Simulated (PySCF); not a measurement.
fluoroethene (C2H3F), SMILES C=CF.

Geometry optimised at B3LYP-D3(BJ)/def2-TZVP.

Method: TDA-PBE/def2-SVPD run with PySCF.

Vertical excitations.  State labels are in the subgroup Cs.

```
state  symmetry  energy (eV)  λ (nm)      f                            main pairs
-----  --------  -----------  ------  -----  ------------------------------------
S1           A"         7.03     176  0.036                     HOMO→LUMO+1 100 %
S2           A"         7.59     163  0.007                     HOMO→LUMO+2 100 %
S3           A'         8.10     153  0.372                        HOMO→LUMO 83 %
S4           A"         8.11     153  0.000                      HOMO−1→LUMO 98 %
S5           A"         8.36     148  0.002                      HOMO→LUMO+3 97 %
S6           A"         8.84     140  0.001                      HOMO→LUMO+4 97 %
S7           A"         9.33     133  0.000                      HOMO−2→LUMO 97 %
S8           A'         9.41     132  0.014                    HOMO−1→LUMO+1 98 %
S9           A"         9.66     128  0.006                      HOMO→LUMO+5 99 %
S10          A'         9.92     125  0.046  HOMO−1→LUMO+2 83 %, HOMO→LUMO+6 15 %
T1           A'         4.61     269      0                        HOMO→LUMO 99 %
T2           A"         6.86     181      0                     HOMO→LUMO+1 100 %
T3           A"         7.42     167      0                      HOMO→LUMO+2 99 %
T4           A"         7.75     160      0                      HOMO−1→LUMO 98 %
```
Triplets are in the Tamm–Dancoff approximation.
